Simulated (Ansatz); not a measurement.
# CO3: the cost of one run

Method: the levels named in each step, in Ansatz 0.2.0.

## 1. Starting point

Bond lengths: C1–O2 1.135 Å, O3–O4 1.221 Å.

As a file:

```xyz
4

C     0.0544    1.2746   -0.7301
O     0.8092    0.7091   -1.3611
O    -0.8161   -1.1942    0.6557
O    -0.0339   -0.4717    1.2535
```

## 2. A rough first relaxation, PBE-D4/def2-SVP

Input file input.yaml:

```yaml
crystal:
  periodic: [false, false, false]
  atoms:
    - { symbol: C, position_ang: [0.05437, 1.27455, -0.73011] }
    - { symbol: O, position_ang: [0.8092, 0.70906, -1.36113] }
    - { symbol: O, position_ang: [-0.8161, -1.19419, 0.65572] }
    - { symbol: O, position_ang: [-0.03391, -0.47168, 1.25351] }
magnetization:
  spin_polarized: true
  initial_magnetization: 2
basis:
  gaussian: { orbitals: def2-SVP }
hamiltonian:
  xc: pbe
  dispersion: d4
relax:
  f_tol: 0.03
  max_steps: 200
```

Run with:

```bash
> ansatz run input.yaml --threads 2 --pin off --max-ram 5120MiB --backend cpu --events-out ev --progress --plain --runs-dir out
```

What time and memory should one allow on 2 threads of AMD EPYC (Zen 3), shared host?

About 35 s, with a peak of 0.12 GiB.
